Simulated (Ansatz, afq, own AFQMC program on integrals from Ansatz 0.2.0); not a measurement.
Two steps: Ansatz 0.2.0 writes the Fock matrix and Cholesky factors of the valence space, and afq projects on them the lowest state that overlaps trial and start.

```yaml
crystal:
  periodic: [false, false, false]
  atoms:
    - {symbol: In, position_ang: [0.000000, -0.248386, 0.000000]}
    - {symbol: O, position_ang: [0.000000, 0.891259, -1.709721]}
    - {symbol: O, position_ang: [0.000000, 0.891259, 1.709721]}
basis:
  gaussian: {orbitals: def2-SVP}
magnetization: {spin_polarized: true, initial_magnetization: 3}
correlation: {method: ccsd_t, electrons: outside_noble_gas, hamiltonian_folder: ham}
```

```sh
$ ansatz run in.yaml --threads 1 --pin off --events-out ev --progress --plain --max-ram 15360MiB --backend cuda --devices 0, --max-vram 18GiB
```

Options of the walk:

```
--method phaseless --trial hf --walkers 4000 --populations 20 --least-time 40 --time-step 0.005 --steps-per-block 20 --equilibration-blocks 112 --max-blocks 4000 --target-error 0.00115 --factor-cut 1e-05 --start spin_pure --seed 2761 --taylor-order 6
```

Times are imaginary, in 1/Eh. The walk had a cap of 39 s. With eight or more populations the least sampling time is a fifth of least-time, and the error comes from their spread. Filled inner d shells are frozen with the cores. Core potentials past Kr, no spin–orbit coupling.

afq prints:

```
orbitals 43  electrons 9 6  factors 337 of 591
reference energy -338.70887386 Eh
CCSD correlation -0.34378512 Eh in 17 cycles, weight of the determinant in the CISD state 0.8776
energy of the start -338.710288 Eh
 block  time / (1/Eh)  mean weight  energy / Eh
     1     0.100  1.0019  -338.820651
     2     0.200  1.0029  -338.886919
     3     0.300  1.0031  -338.932510
     4     0.400  1.0023  -338.960877
     5     0.500  1.0019  -338.983358
    10     1.000  1.0008  -339.041724
    25     2.500  1.0002  -339.056748
    40     4.000  0.9995  -339.054235
    55     5.500  1.0001  -339.069668
    70     7.000  1.0002  -339.069393
    85     8.500  1.0001  -339.073753
   100    10.000  1.0002  -339.060467
   115    11.500  1.0000  -339.062231
   130    13.000  0.9998  -339.054644
   145    14.500  0.9995  -339.058675
   154    15.400  1.0000  -339.047247
   157    15.700  0.9998  -339.054482
error from the spread of 20 populations
energy -339.057004 +/- 0.001856 Eh
(rows thinned)
```

The time cap ended the run before it passed its tests.

Against this walk (error 50.5 meV) on the same determinant: CCSD(T) 94.0 meV lower (within the noise), a separate phaseless walk with a CISD trial and standard settings 126.3 ± 50.9 meV lower. The error is statistical and leaves out the bias of the constraint. None of these is a sure reference here.

Cautions: constraint bias not in the error; error not settled; error above the target (50.5 against 31.3 meV); no spin-orbit coupling; inner d shell frozen; another spin lies lower; unrestricted determinant slightly spin contaminated (⟨S²⟩ 3.80 against 3.75); the sampling time fell short of the least asked.

The walk took 39 s on 1 × NVIDIA H100 80GB HBM3 with 2 threads of AMD EPYC 7R13 Processor (Zen 3), on a shared host (the card was shared). The log's last line is the phaseless energy.

A walk keeps the symmetry of its determinant, which the program's search chose and which needn't be the lowest solution, so a lower state of the same spin and another symmetry isn't excluded.
